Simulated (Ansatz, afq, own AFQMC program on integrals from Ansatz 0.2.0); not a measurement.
# Where AFQMC and coupled cluster stand for CH2Al, doublet

```xyz
4

Al    0.0000    0.0000    0.7050
C     0.0000    0.0000   -1.2658
H     0.0000   -0.8961   -1.8941
H     0.0000    0.8961   -1.8941
```

Connectivity, by distances: Al–CH2.

Basis cc-pVDZ. Only valence electrons are correlated. Integrals, coupled cluster, full CI and functionals: Ansatz 0.2.0; the random walks run on the same integrals in our own AFQMC program. The CISD trial takes its coefficients from CCSD amplitudes. Released means that phaseless walkers are propagated on without the constraint, phases kept. Free AFQMC starts from the CCSD state and is never constrained. Its projection time is finite, and what remains of the start isn't in its error. ± is one standard error of the sampling.

Determinant: UHF, the one that the program's search chose, which needn't be the lowest solution. The geometry is a PBE0/def2-TZVP stationary point of this or a neighbouring charge and spin state.

No full CI on the walks' own integrals is used here; CCSDT(Q) serves as the reference and is uncertain by about the last step of the cluster series.

Cautions: the determinant is a saddle point among determinants of its kind.

- T1 diagnostic: 0.0140
- weight of the determinant in the CISD state: 0.878
- ⟨S²⟩ of the determinant: 0.760
- size of the correlated space: 9 electrons in 36 orbitals

Reference: CCSDT(Q), correlation energy -5.477 eV. The released energy is read at 1.50 1/Eh (meV from the phaseless value at times in 1/Eh: 10 ± 10 at 0.24, 0 ± 11 at 0.50, 10 ± 9 at 1.00, 18 ± 11 at 1.50).

| level | E − E(reference) (mEh) | share of correlation (%) |
| --- | --- | --- |
| HF | 201.29 | 0.00 |
| MP2 | 39.47 | 80.39 |
| CCSD | 6.03 | 97.00 |
| CCSD(T) | 1.17 | 99.42 |
| CCSDT | 0.31 | 99.85 |
| ph-AFQMC/HF | 3.94 ± 1.69 | 98.04 |
| ph-AFQMC/CISD | -0.01 ± 0.50 | 100.01 |
| released AFQMC | 0.64 ± 0.41 | 99.68 |
| free AFQMC | -0.18 ± 0.75 | 100.09 |

Free projections are given only where their last times agree within the noise and don't stop above the reference; a slow remainder of the start can still hide under it. A walk keeps the symmetry of its determinant, which the program's search chose and which needn't be the lowest solution, so a lower state of the same spin and another symmetry isn't excluded. Released energies are given only where the last usable release times agree within the noise; a slower fall can still hide under it.
